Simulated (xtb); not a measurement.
# [C3H5O2]− (SMILES C=C([O-])CO) at GFN1-xTB

Wanted: a structure relaxation of [C3H5O2]−. 

The results are computed with xtb 6.7.1.

## Step 1: Starting point

[C3H5O2]−: 10 atoms, total charge -1, spin state singlet. SMILES: `C=C([O-])CO`. All atoms were displaced at random from a relaxed shape. The run starts from this shape.

Bond lengths: C1–C2 1.336 Å, C2–O3 1.271 Å, C2–C4 1.627 Å, C4–O5 1.465 Å, C1–H6 1.128 Å, C1–H7 1.074 Å, C4–H8 1.064 Å, C4–H9 1.085 Å, O5–H10 0.958 Å. Some angles: C1–C2–O3 130.9°, C1–C2–C4 107.9°, O3–C2–C4 119.1°, C2–C4–O5 119.5°, C2–C1–H6 123.3°, C2–C1–H7 124.6°, C2–C4–H8 112.9°, C2–C4–H9 102.6°, O5–C4–H8 103.9°, O5–C4–H9 104.4°.

## Step 2: A geometry optimisation at GFN1-xTB

xtb.inp reads:

```
$opt
   hessian=old
$end
```

struc.xyz reads:

```xyz
10
start
C     -0.534910     0.812390     0.924390
C      0.234430    -0.277110     0.846590
O      1.134000    -0.719160     1.628510
C      0.183980    -0.817250    -0.687050
O      0.232880     0.143410    -1.792540
H     -0.636040     1.434660     1.859980
H     -1.178860     1.161650     0.138700
H     -0.682650    -1.400310    -0.892190
H      1.110890    -1.374840    -0.772990
H      0.119460     0.984040    -1.347120
```

Launch:

```bash
$ xtb struc.xyz -c -1 --gfn1 --opt tight -I xtb.inp > xtb.out 2> xtb.err
```

Q: Predict the results. Wanted: total energy at the end; HOMO energy; LUMO energy; HOMO–LUMO gap; dispersion energy.

**Answer.** As computed:

At GFN1-xTB:

```
               quantity         value
total energy at the end  -18.63757 Eh
            HOMO energy      -4.36 eV
            LUMO energy       0.58 eV
          HOMO–LUMO gap       4.94 eV
      dispersion energy  -7.40 kJ/mol
```

**Reading.** At the final geometry: Bond lengths: C1–C2 1.371 Å, C2–O3 1.260 Å, C2–C4 1.560 Å, C4–O5 1.434 Å, C1–H6 1.082 Å, C1–H7 1.083 Å, C4–H8 1.104 Å, C4–H9 1.101 Å, O5–H10 0.973 Å. Some angles: C1–C2–O3 128.8°, C1–C2–C4 115.0°, O3–C2–C4 116.1°, C2–C4–O5 111.7°, C2–C1–H6 120.5°, C2–C1–H7 122.7°, C2–C4–H8 110.2°, C2–C4–H9 108.9°, O5–C4–H8 109.0°, O5–C4–H9 109.2°. The optimisation took 11 steps and changed the energy by -0.439 eV.
